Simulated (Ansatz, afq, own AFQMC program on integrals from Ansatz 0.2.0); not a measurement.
# SiNH, triplet in cc-pVDZ, levels against CCSDT(Q)

```yaml
atoms:
  - { symbol: Si, position_ang: [0.0000, 0.0220, 0.4798] }
  - { symbol: N, position_ang: [0.0000, -0.0934, -0.8532] }
  - { symbol: H, position_ang: [0.0000, 0.6835, -1.5138] }
```

Connectivity, by distances: Si–NH.

Basis cc-pVDZ. Noble-gas cores (and the filled d shells of Ga–Kr and In–Xe) are frozen. Integrals, coupled cluster, full CI and functionals: Ansatz 0.2.0; the random walks run on the same integrals in our own AFQMC program. ph-AFQMC/CISD is guided by a CISD state made of CCSD amplitudes; releasing the constraint for a short imaginary time cuts its bias at the price of noise, slowly where states lie close. Error bars are statistical, one sigma.

Determinant: UHF, the one that the program's search chose, which needn't be the lowest solution. The geometry is a point of a scan.

No full CI on the walks' own integrals is used here; CCSDT(Q) serves as the reference and is uncertain by about the last step of the cluster series.

Cautions: lower spins were not checked; higher spins were not checked; raised T1 diagnostic (T1 0.043, weight of the determinant 0.87, largest double 0.07).

The T1 diagnostic is 0.0433. The weight of the determinant in the CISD state is 0.870, the ⟨S²⟩ of the determinant is 2.025 and the size of the correlated space is 10 electrons in 31 orbitals.

| level | correlation energy (eV) |
| --- | --- |
| MP2 | -5.9195 |
| CCSD | -6.3705 |
| CCSD(T) | -6.6095 |

(1) Estimate where phaseless AFQMC with a CISD trial lies against CCSD(T) on the same integrals.

(1) 15.1 ± 17.1 meV below CCSD(T). The gap is under twice the noise, so this walk alone can't tell the two apart.

Reference: CCSDT(Q), correlation energy -6.666 eV. The released energy is read at 2.40 1/Eh (meV from the phaseless value at times in 1/Eh: -28 ± 22 at 0.24, -43 ± 22 at 0.51, -39 ± 18 at 0.99, -34 ± 24 at 1.62, 4 ± 29 at 2.40).

| level | E − E(reference) (meV) | share of correlation (%) |
| --- | --- | --- |
| CCSD(T) | 56.3 | 99.16 |
| CCSDT | 28.6 | 99.57 |
| ph-AFQMC/CISD | 41.3 ± 17.1 | 99.38 |
| released AFQMC | 45.0 ± 28.9 | 99.32 |

A walk keeps the symmetry of its determinant, which the program's search chose and which needn't be the lowest solution, so a lower state of the same spin and another symmetry isn't excluded. Released energies are given only where the last usable release times agree within the noise; a slower fall can still hide under it.
